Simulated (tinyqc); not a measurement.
ROHF in the sto-6g basis, for OH+, spin multiplicity 3, step by step. One step of it, computed by the program tinyqc.

Task: Iteration 1: building the Fock matrix. J_ij = sum D_kl (ij|kl) with D = D(alpha) + D(beta), K_ij = sum D_kl (ik|jl) for each spin; F = H + J - K(s); E = tr D H + tr D J / 2 - 0.5 sum_s tr D(s) K(s) + E_nn.

D(alpha) at the start, order 1O 1s, 1O 2s, 1O 2px, 1O 2py, 1O 2pz, 2H 1s:
$$\begin{pmatrix}
1.058555 & -0.257195 & 0.000000 & 0.000000 & -0.012124 & 0.030385 \\
-0.257195 & 1.127976 & 0.000000 & 0.000000 & 0.069899 & -0.128253 \\
0.000000 & 0.000000 & 1.000000 & 0.000000 & 0.000000 & 0.000000 \\
0.000000 & 0.000000 & 0.000000 & 1.000000 & 0.000000 & 0.000000 \\
-0.012124 & 0.069899 & 0.000000 & 0.000000 & 1.066955 & -0.141679 \\
0.030385 & -0.128253 & 0.000000 & 0.000000 & -0.141679 & 0.031415
\end{pmatrix}$$

D(beta) at the start, order 1O 1s, 1O 2s, 1O 2px, 1O 2py, 1O 2pz, 2H 1s:
$$\begin{pmatrix}
1.058555 & -0.257195 & 0.000000 & 0.000000 & -0.012124 & 0.030385 \\
-0.257195 & 1.127976 & 0.000000 & 0.000000 & 0.069899 & -0.128253 \\
0.000000 & 0.000000 & 0.000000 & 0.000000 & 0.000000 & 0.000000 \\
0.000000 & 0.000000 & 0.000000 & 0.000000 & 0.000000 & 0.000000 \\
-0.012124 & 0.069899 & 0.000000 & 0.000000 & 1.066955 & -0.141679 \\
0.030385 & -0.128253 & 0.000000 & 0.000000 & -0.141679 & 0.031415
\end{pmatrix}$$

core Hamiltonian H = T + V (hartree), order 1O 1s, 1O 2s, 1O 2px, 1O 2py, 1O 2pz, 2H 1s:
$$\begin{pmatrix}
-32.367373 & -7.148144 & 0.000000 & 0.000000 & -0.010227 & -0.956899 \\
-7.148144 & -8.592807 & 0.000000 & 0.000000 & -0.120019 & -2.244743 \\
0.000000 & 0.000000 & -6.880363 & 0.000000 & 0.000000 & 0.000000 \\
0.000000 & 0.000000 & 0.000000 & -6.880363 & 0.000000 & 0.000000 \\
-0.010227 & -0.120019 & 0.000000 & 0.000000 & -6.950427 & -1.721953 \\
-0.956899 & -2.244743 & 0.000000 & 0.000000 & -1.721953 & -3.915508
\end{pmatrix}$$

Two-electron integrals (ij|kl) in chemists' order, unique and non-zero (hartree):
```
(11|11) 4.787491   (21|11) 0.675884   (21|21) 0.121505   (22|11) 1.117379
(22|21) 0.249212   (22|22) 0.817383   (31|31) 0.025762   (32|31) 0.039145
(32|32) 0.180664   (33|11) 1.117381   (33|21) 0.249212   (33|22) 0.817382
(33|33) 0.880663   (41|41) 0.025762   (42|41) 0.039145   (42|42) 0.180664
(43|43) 0.047461   (44|11) 1.117381   (44|21) 0.249212   (44|22) 0.817382
(44|33) 0.785741   (44|44) 0.880663   (51|51) 0.025762   (52|51) 0.039145
(52|52) 0.180664   (53|53) 0.047461   (54|54) 0.047461   (55|11) 1.117381
(55|21) 0.249212   (55|22) 0.817382   (55|33) 0.785741   (55|44) 0.785741
(55|55) 0.880663   (61|11) 0.095513   (61|21) 0.016473   (61|22) 0.033100
(61|33) 0.033031   (61|44) 0.033031   (61|51) 0.000809   (61|52) 0.001589
(61|55) 0.033240   (61|61) 0.002276   (62|11) 0.254975   (62|21) 0.057775
(62|22) 0.212738   (62|33) 0.209074   (62|44) 0.209074   (62|51) 0.004649
(62|52) 0.035703   (62|55) 0.220064   (62|61) 0.007893   (62|62) 0.071951
(63|31) 0.006111   (63|32) 0.035395   (63|53) 0.007203   (63|63) 0.009621
(64|41) 0.006111   (64|42) 0.035395   (64|54) 0.007203   (64|64) 0.009621
(65|11) 0.195134   (65|21) 0.044804   (65|22) 0.175825   (65|33) 0.168184
(65|44) 0.168184   (65|51) 0.009174   (65|52) 0.062529   (65|55) 0.191106
(65|61) 0.006370   (65|62) 0.072244   (65|65) 0.081201   (66|11) 0.430332
(66|21) 0.099303   (66|22) 0.420166   (66|33) 0.404625   (66|44) 0.404625
(66|51) 0.009323   (66|52) 0.100496   (66|55) 0.451246   (66|61) 0.013661
(66|62) 0.189260   (66|65) 0.216189   (66|66) 0.774999
```

nuclear repulsion = 3.49003931 hartree

Give: Coulomb J; exchange K(alpha); exchange K(beta); F(alpha); F(beta); total energy of this density.

Result:

Coulomb J (hartree), order 1O 1s, 1O 2s, 1O 2px, 1O 2py, 1O 2pz, 2H 1s:
$$\begin{pmatrix}
16.3775 & 2.8516 & 0.0000 & 0.0000 & 0.0028 & 0.3908 \\
2.8516 & 7.1538 & 0.0000 & 0.0000 & 0.0014 & 1.7928 \\
0.0000 & 0.0000 & 7.1232 & 0.0000 & 0.0000 & 0.0000 \\
0.0000 & 0.0000 & 0.0000 & 7.1232 & 0.0000 & 0.0000 \\
0.0028 & 0.0014 & 0.0000 & 0.0000 & 7.2151 & 1.4562 \\
0.3908 & 1.7928 & 0.0000 & 0.0000 & 1.4562 & 3.3873
\end{pmatrix}$$

exchange K(alpha) (hartree), order 1O 1s, 1O 2s, 1O 2px, 1O 2py, 1O 2pz, 2H 1s:
$$\begin{pmatrix}
4.9376 & 0.7939 & 0.0000 & 0.0000 & 0.0005 & 0.1172 \\
0.7939 & 1.4176 & 0.0000 & 0.0000 & 0.0029 & 0.3074 \\
0.0000 & 0.0000 & 1.1792 & 0.0000 & 0.0000 & 0.0000 \\
0.0000 & 0.0000 & 0.0000 & 1.1792 & 0.0000 & 0.0000 \\
0.0005 & 0.0029 & 0.0000 & 0.0000 & 1.1784 & 0.1867 \\
0.1172 & 0.3074 & 0.0000 & 0.0000 & 0.1867 & 0.1107
\end{pmatrix}$$

exchange K(beta) (hartree), order 1O 1s, 1O 2s, 1O 2px, 1O 2py, 1O 2pz, 2H 1s:
$$\begin{pmatrix}
4.8861 & 0.7157 & 0.0000 & 0.0000 & 0.0005 & 0.1049 \\
0.7157 & 1.0563 & 0.0000 & 0.0000 & 0.0029 & 0.2366 \\
0.0000 & 0.0000 & 0.2511 & 0.0000 & 0.0000 & 0.0000 \\
0.0000 & 0.0000 & 0.0000 & 0.2511 & 0.0000 & 0.0000 \\
0.0005 & 0.0029 & 0.0000 & 0.0000 & 1.0835 & 0.1723 \\
0.1049 & 0.2366 & 0.0000 & 0.0000 & 0.1723 & 0.0915
\end{pmatrix}$$

F(alpha) (hartree), order 1O 1s, 1O 2s, 1O 2px, 1O 2py, 1O 2pz, 2H 1s:
$$\begin{pmatrix}
-20.9275 & -5.0905 & 0.0000 & 0.0000 & -0.0079 & -0.6832 \\
-5.0905 & -2.8566 & 0.0000 & 0.0000 & -0.1215 & -0.7593 \\
0.0000 & 0.0000 & -0.9364 & 0.0000 & 0.0000 & 0.0000 \\
0.0000 & 0.0000 & 0.0000 & -0.9364 & 0.0000 & 0.0000 \\
-0.0079 & -0.1215 & 0.0000 & 0.0000 & -0.9137 & -0.4525 \\
-0.6832 & -0.7593 & 0.0000 & 0.0000 & -0.4525 & -0.6389
\end{pmatrix}$$

F(beta) (hartree), order 1O 1s, 1O 2s, 1O 2px, 1O 2py, 1O 2pz, 2H 1s:
$$\begin{pmatrix}
-20.8760 & -5.0122 & 0.0000 & 0.0000 & -0.0079 & -0.6710 \\
-5.0122 & -2.4952 & 0.0000 & 0.0000 & -0.1215 & -0.6885 \\
0.0000 & 0.0000 & -0.0083 & 0.0000 & 0.0000 & 0.0000 \\
0.0000 & 0.0000 & 0.0000 & -0.0083 & 0.0000 & 0.0000 \\
-0.0079 & -0.1215 & 0.0000 & 0.0000 & -0.8188 & -0.4381 \\
-0.6710 & -0.6885 & 0.0000 & 0.0000 & -0.4381 & -0.6196
\end{pmatrix}$$

total energy of this density = -74.390426 hartree
